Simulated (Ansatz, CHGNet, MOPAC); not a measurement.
**How well does each level of theory give the TO(Γ) frequency of zinc-blende InAs?**

Reference value: 217 cm⁻¹ (measured, room temperature, not corrected to a static lattice; as tabulated in arXiv:1704.04770).

Problem. What do PM7 semi-empirical Hartree-Fock (MOPAC), CHGNet 0.3.0, LDA, PBE, PBEsol, r²SCAN, HSE06, r²SCANh, Hartree–Fock give, and how far is each from the reference?

Solution. 
```json
[
 {"level (code)": "PM7 semi-empirical Hartree-Fock (MOPAC)", "value (cm⁻¹)": "247", "cell (Å³/atom)": "27.83", "difference (%)": "+13.8"},
 {"level (code)": "CHGNet 0.3.0", "value (cm⁻¹)": "125", "cell (Å³/atom)": "29.60", "difference (%)": "-42"},
 {"level (code)": "LDA (Ansatz)", "value (cm⁻¹)": "215", "cell (Å³/atom)": "27.35", "difference (%)": "-0.9"},
 {"level (code)": "PBE (Ansatz)", "value (cm⁻¹)": "200", "cell (Å³/atom)": "29.59", "difference (%)": "-7.8"},
 {"level (code)": "PBEsol (Ansatz)", "value (cm⁻¹)": "209", "cell (Å³/atom)": "28.20", "difference (%)": "-3.7"},
 {"level (code)": "r²SCAN (Ansatz)", "value (cm⁻¹)": "210", "cell (Å³/atom)": "28.49", "difference (%)": "-3.2"},
 {"level (code)": "HSE06 (Ansatz)", "value (cm⁻¹)": "213", "cell (Å³/atom)": "28.49", "difference (%)": "-1.8"},
 {"level (code)": "r²SCANh (Ansatz)", "value (cm⁻¹)": "214", "cell (Å³/atom)": "28.24", "difference (%)": "-1.4"},
 {"level (code)": "Hartree–Fock (Ansatz)", "value (cm⁻¹)": "219", "cell (Å³/atom)": "29.43", "difference (%)": "+0.9"}
]
```

Once the reference is moved by up to 3.0 % (a margin picked here for doubts on the reference and the settings, and for temperature and zero-point motion) and values within 0.7 % count as equal, the nearest can be LDA (-0.9 %), Hartree–Fock (+0.9 %), r²SCANh (-1.4 %), HSE06 (-1.8 %), r²SCAN (-3.2 %) or PBEsol (-3.7 %). Farthest off among them: CHGNet 0.3.0 (-42 %).

The reference isn't brought to a static lattice, while the calculations are for one, so the differences are not the levels' errors alone.  PM7 semi-empirical Hartree-Fock (MOPAC): the method was fitted mainly to molecules. PM7 semi-empirical Hartree-Fock (MOPAC): the run uses a supercell at the zone centre in place of a k mesh. LDA, PBE, PBEsol: the solid has no gap at this level, which affects its response. Each level is taken at its own relaxed cell. Cutoffs and k meshes differ between the levels. Ansatz's density-functional and Hartree–Fock values are scalar-relativistic unless marked +SOC, with PAW data made under PBE.

Machine-learned potentials (CHGNet 0.3.0) are trained on DFT data: a solid inside that data is no test of them.

Differences are worked out from the printed values.

Ansatz is a quantum-chemistry and plane-wave program.
